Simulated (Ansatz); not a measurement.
# SiH5 (doublet): wave-function methods side by side at distance Si1–H5 along a hydrogen transfer = 1.755 Å, 6-31G

How much of the correlation energy of SiH5 (doublet) does each wave-function method recover here?

The runs use Ansatz 0.2.0, Gaussian basis; 6-31G, core rule «outside noble gas», up to 5 orbitals frozen.

Plan: UHF; CCSD(T) on ROHF; CCSD(T) on UHF; BCCD(T) on ROHF; CISD; CCSDT(Q) on ROHF; CCSDT(Q) on UHF; CCSDTQ on ROHF; CASSCF and MRCISD+Q, 3 electrons in 3 orbitals; CASSCF and NEVPT2, 3 electrons in 3 orbitals; CASSCF and MRCISD+Q, 9 electrons in 9 orbitals; CASSCF and NEVPT2, 9 electrons in 9 orbitals.

13 further runs of the same task are left out: 2 that didn't finish, 11 set aside as unsound or not needed.

### 1 The system

The geometry derives from fragments relaxed apart (PBE0/def2-TZVP) and kept rigid, so it is no stationary point. A hydrogen atom is moved between rigid fragments.

6 atoms, charge 0, spin multiplicity 2.

Atoms are counted from 1 here; the program's logs count them from 0.

Bond lengths: Si1–H2 1.485 Å, Si1–H3 1.485 Å, Si1–H4 1.485 Å. Angles: H2–Si1–H3 109.5°, H2–Si1–H4 109.5°, H3–Si1–H4 109.5°.

### 2 UHF

in.yaml reads:

```yaml
crystal:
  periodic: [false, false, false]
  atoms:
    - {symbol: Si, position_ang: [-0.095252, 0.000000, 0.000000]}
    - {symbol: H, position_ang: [-0.590124, 1.399708, 0.000000]}
    - {symbol: H, position_ang: [-0.590123, -0.699854, 1.212183]}
    - {symbol: H, position_ang: [-0.590124, -0.699854, -1.212183]}
    - {symbol: H, position_ang: [1.659748, 0.000000, 0.000000]}
    - {symbol: H, position_ang: [2.764748, 0.000000, 0.000000]}
basis:
  gaussian: {orbitals: 6-31G}
magnetization: {spin_polarized: true, initial_magnetization: 1}
hamiltonian: {xc: hf}
output: {orbitals: {seedname: orbitals}}
```

On the command line:

```sh
$ ansatz run in.yaml --threads 1 --pin off --events-out ev --progress --plain --max-ram 2393MiB
```

After this run come: CCSD(T) on ROHF; CCSD(T) on UHF; BCCD(T) on ROHF; CISD; CCSDT(Q) on ROHF; CCSDT(Q) on UHF; CCSDTQ on ROHF; CASSCF and MRCISD+Q, 3 electrons in 3 orbitals; CASSCF and NEVPT2, 3 electrons in 3 orbitals; CASSCF and MRCISD+Q, 9 electrons in 9 orbitals; CASSCF and NEVPT2, 9 electrons in 9 orbitals.

Before running them: what should the planned runs give, taken together? Wanted: RCCSDTQ below the RHF energy; RMP2 from RCCSDTQ; UMP2 from RCCSDTQ; RCCSD from RCCSDTQ; RCCSD(T) from RCCSDTQ; UCCSD(T) from RCCSDTQ; RCCSDT(Q) from RCCSDTQ; UCCSDT(Q) from RCCSDTQ; NEVPT2 pair from RCCSDTQ.

The runs gave:

```
                         quantity                                                                                                       value
     RCCSDTQ below the RHF energy                                                                                                  -2.8222 eV
                RMP2 from RCCSDTQ                                                                                             +19.55 kcal/mol
                UMP2 from RCCSDTQ                                                                                             +18.84 kcal/mol
               RCCSD from RCCSDTQ                                                                                              +1.03 kcal/mol
            RCCSD(T) from RCCSDTQ                                                                                              +0.31 kcal/mol
            UCCSD(T) from RCCSDTQ                                                                                              +0.31 kcal/mol
           RCCSDT(Q) from RCCSDTQ                                                                                              +0.01 kcal/mol
           UCCSDT(Q) from RCCSDTQ                                                                                              +0.01 kcal/mol
         NEVPT2 pair from RCCSDTQ                                                                                             +13.80 kcal/mol
      NEVPT2 valence from RCCSDTQ                                                                                              +4.49 kcal/mol
    MRCISD+Q valence from RCCSDTQ                                                                                              +0.29 kcal/mol
levels within 1 kcal/mol (43 meV)  UCCSD, RCCSD(T), UCCSD(T), BCCD(T), RCCSDT, UCCSDT, RCCSDT(Q), UCCSDT(Q), MRCISD valence, MRCISD+Q valence
                    T1 diagnostic                                                                                                       0.029
   effectively unpaired electrons                                                                                                        1.03
```

What this shows: RCCSD(T) misses by +0.31 kcal/mol, 0.5 % of the correlation energy. One determinant dominates. Of the multireference levels listed MRCISD+Q valence comes nearest in total energy (+0.29 kcal/mol), which doesn't show that its space is the better one. These misses are within one basis, not against nature; the frozen cores of restricted and unrestricted runs differ, which can shift their rows.
